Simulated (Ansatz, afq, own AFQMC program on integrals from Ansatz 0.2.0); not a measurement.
AFQMC on a folder of integrals that Ansatz 0.2.0 wrote.

```yaml
crystal:
  periodic: [false, false, false]
  atoms:
    - {symbol: Al, position_ang: [0.000000, 0.000000, 0.000000]}
    - {symbol: P, position_ang: [0.000000, 0.000000, 4.813000]}
basis:
  gaussian: {orbitals: 6-31G}
magnetization: {spin_polarized: false, initial_magnetization: 2}
correlation: {method: ccsd_t, electrons: outside_noble_gas, hamiltonian_folder: ham}
```

```sh
$ ansatz run in.yaml --threads 1 --pin off --events-out ev --progress --plain --max-ram 16896MiB --backend cuda --devices 0, --max-vram 18GiB
```

afq runs on the folder ham with

```
--method phaseless --trial cisd --walkers 4000 --populations 20 --least-time 60 --time-step 0.005 --steps-per-block 50 --equilibration-blocks 40 --max-blocks 4000 --target-error 0.00034 --factor-cut 1e-05 --start spin_pure --seed 3971 --release-times 0.24,0.51,0.99,1.62,2.4 --release-step 0.03 --release-every 3 --taylor-order 6
```

Times are imaginary, in 1/Eh. The walk had a cap of 122 s. With eight or more populations the least sampling time is a fifth of least-time, and the error comes from their spread.

afq prints:

```
orbitals 16  electrons 5 3  factors 70 of 278
reference energy -582.46283805 Eh
CCSD correlation -0.12597320 Eh in 25 cycles, weight of the determinant in the CISD state 0.3665
energy of the start -582.588799 Eh
 block  time / (1/Eh)  mean weight  energy / Eh
     1     0.250  0.9999  -582.587324
     2     0.500  0.9999  -582.586551
     3     0.750  0.9999  -582.586157
     4     1.000  0.9999  -582.586009
     5     1.250  1.0001  -582.585989
     7     1.750  1.0000  -582.586287
     9     2.250  1.0000  -582.586772
    11     2.750  1.0001  -582.586907
    15     3.750  1.0000  -582.587685
    19     4.750  0.9999  -582.588157
    23     5.750  0.9999  -582.587889
    27     6.750  1.0000  -582.588675
    31     7.750  1.0000  -582.588644
    35     8.750  1.0001  -582.588483
    39     9.750  1.0000  -582.588215
    43    10.750  1.0000  -582.589115
    47    11.750  1.0000  -582.589200
    51    12.750  0.9999  -582.588447
    55    13.750  1.0000  -582.587890
    59    14.750  0.9999  -582.588556
    63    15.750  1.0001  -582.588134
    67    16.750  1.0001  -582.587995
    71    17.750  0.9999  -582.588971
    73    18.250  1.0000  -582.589327
    75    18.750  1.0001  -582.588743
    79    19.750  1.0001  -582.588142
    83    20.750  1.0001  -582.587785
    87    21.750  1.0001  -582.587853
    89    22.250  0.9997  -582.587615
error from the spread of 20 populations
released: time / (1/Eh)  energy / Eh  error  mean overlap
  0.24  -582.588489  0.000181  1.0007
  0.51  -582.588579  0.000168  1.0010
  0.99  -582.588717  0.000142  1.0028
  1.62  -582.588896  0.000128  1.0018
  2.40  -582.589276  0.000117  1.0004
energy -582.588435 +/- 0.000171 Eh
(rows thinned)
```

The run passed its tests (sampling time, drift between the halves within three errors, error under three times the target), which doesn't prove that it has relaxed.

Against this walk (error 4.6 meV) on the same determinant: CCSD(T) 35.1 meV lower, CCSDT(Q) 58.9 meV lower, CCSDTQ 63.4 meV lower, full CI 63.5 meV lower. The error is statistical and leaves out the bias of the constraint. The released energies are still falling (meV from the phaseless value at times in 1/Eh: -1 ± 5 at 0.24, -4 ± 5 at 0.51, -8 ± 4 at 0.99, -13 ± 3 at 1.62, -23 ± 3 at 2.40), so they give no level; they do show a bias of the constraint, and the last of them that isn't too noisy lies 41 meV above full CI. Full CI is exact here, so the walk's 64 meV above it is the walk's own error: the bias of the constraint with this trial. It lies above even CCSD, by 10 meV. The determinant is a poor start (see the cautions), so the low cluster orders aren't to be relied on, and full CI is the sure value.

Cautions: constraint bias not in the error; lower spins were not checked; a spin-contaminated unrestricted determinant lies lower (UHF 2.20 eV lower, ⟨S²⟩ 2.98); strong correlation (T1 0.274, weight of the determinant 0.37, largest double 0.24); the CCSD(T) amplitudes may be one of several solutions (largest double 0.24); the CCSDT(Q) amplitudes may be one of several solutions (largest double 0.57); the CCSDTQ amplitudes may be one of several solutions (largest double 0.58); the next higher spin lies close (full CI puts it 51 meV above).

The walk took 29 s on 1 × NVIDIA H100 80GB HBM3 with 2 threads of AMD EPYC 7R13 Processor (Zen 3), with other jobs on the host (the card was shared). The log's last line is the phaseless energy.

CCSDT and higher add their correlation energy to the determinant of the CCSD(T) run, since their own runs factorise the integrals more tightly (a shift of under 2 meV). A walk keeps the symmetry of its determinant, which the program's search chose and which needn't be the lowest solution, so a lower state of the same spin and another symmetry isn't excluded.
